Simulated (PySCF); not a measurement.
**PO2OH: relaxation and vibrations of the singlet**

Aim: relax PO2OH as a singlet from a T-shaped (ligand arrangement 1) start, check by its vibrations whether the end is a minimum, and collect its spectrum and constants.

The runs use PySCF 2.14.0; PBE0, basis P def2-TZVP, O def2-TZVP, H def2-TZVP, no relativity, density fitting.

**1. The system as given**

5 atoms, charge 0, spin multiplicity 1.

Bond lengths: P1–O2 1.590 Å, P1–O3 1.590 Å, P1–O4 1.740 Å, O4–H5 0.960 Å. Angles: O2–P1–O3 88.0°, O2–P1–O4 88.0°, O3–P1–O4 176.0°, P1–O4–H5 130.0°.

```xyz
5
charge 0 multiplicity 1
P     0.0597   -0.0093   -0.3423
O     0.0597   -0.0093    1.2477
O     1.6487   -0.0093   -0.2868
O    -1.6792   -0.0093   -0.2816
H    -2.2959    0.7261   -0.2600
```

**2. Relaxation: T-shaped (ligand arrangement 1) start, singlet**

One driver script runs all steps and calls PySCF; scf.py shows how it sets up the SCF of each step. The optimiser is the driver's own. Before each start the driver seeks the lowest SCF state from one or more starting densities and follows internal instabilities, so scf.py alone need not reach the same state.

The program finds C1 symmetry in the start.

The input, scf.py:

```python
from pyscf import gto, scf, dft
mol = gto.M(atom='''
P      0.059671    -0.009268    -0.342312
O      0.059671    -0.009268     1.247688
O      1.648671    -0.009268    -0.286812
O     -1.679229    -0.009268    -0.281612
H     -2.295929     0.726132    -0.260012''',
    basis={'P': 'def2-TZVP', 'O': 'def2-TZVP', 'H': 'def2-TZVP'},
    charge=0, spin=0)
mf = dft.RKS(mol, xc='PBE0')
mf.grids.atom_grid = (50, 194)
aux = {'P': 'def2-universal-JKFIT', 'O': 'def2-universal-JKFIT', 'H': 'def2-universal-JKFIT'}
mf = mf.density_fit(auxbasis=aux)
mf.kernel()
```

After this run come: Is it a minimum? Harmonic modes.

Q: Predict the outcome of this session. Wanted: minimum; geometry; wavenumbers; dipole moment; highest occupied, lowest empty level; polar-tensor charge of P1; zero-point energy; atomisation energy.

As calculated:

| quantity | value |
| --- | --- |
| minimum | singlet, Cs |
| geometry | O–H 0.967 Å, P–O 1.447 Å, P–O 1.454 Å, P–O 1.574 Å; H–O–P 111.3°, O–P–O 112.3°, O–P–O 113.9°, O–P–O 133.8° |
| wavenumbers (cm⁻¹) | 406 (a'), 450 (a'), 462 (a''), 525 (a''), 930 (a'), 1041 (a'), 1219 (a'), 1495 (a'), 3818 (a') |
| dipole moment | 3.30 D |
| highest occupied, lowest empty level | -9.68, -1.60 eV |
| polar-tensor charge of P1 | +1.68 e |
| zero-point energy | 61.9 kJ/mol |
| entropy at 298.15 K | 278.9 J/(mol K) |
| atomisation energy (no zero-point energy) | 1976 kJ/mol |

**Reading.** The T-shaped (ligand arrangement 1) start (C1) ends in a minimum of Cs symmetry. The strongest infrared band lies at 1495 cm⁻¹ (a'). Only this shape and spin were tried, so other structures or states may lie lower.
